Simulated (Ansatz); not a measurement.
Coupled-cluster diagnostics for BMe2H (C₂H₇B), Ansatz.

Geometry of the singlet (PBE-D4/def2-TZVP):

Cartesian coordinates in Å:
```
B 0.274 -0.485 0.113
C -1.120 -0.258 0.778
H -1.834 -0.869 0.187
H -1.493 0.777 0.748
H -1.196 -0.653 1.802
C 0.958 0.546 -0.840
H 1.760 1.024 -0.241
H 0.308 1.356 -1.204
H 1.485 0.082 -1.688
H 0.858 -1.520 0.346
```

Correlated methods freeze 3 core orbitals.

Task: Estimate the CCSD(T) correlation energy, the shares of MP2 and (T), T1 and the reference's ⟨S²⟩ for: charge 0, singlet, own geometry in def2-TZVPP; and the rough time on 4 threads of AMD EPYC 7R43 on a shared host.

Result: 
| state | basis | correlation (eV) | MP2 share (%) | (T) share (%) | T1 | ⟨S²⟩ (pure) | wall time |
| --- | --- | --- | --- | --- | --- | --- | --- |
| charge 0, singlet, own geometry | def2-TZVPP | -14.229 | 88.5 | 3.4 | 0.009 | 0.00 (0.00) | 21 s |
Customary marks for T1 are 0.02 (closed shells), 0.045 (open shells) and about 0.05 (3d metals). T1 stays under 0.02 throughout.
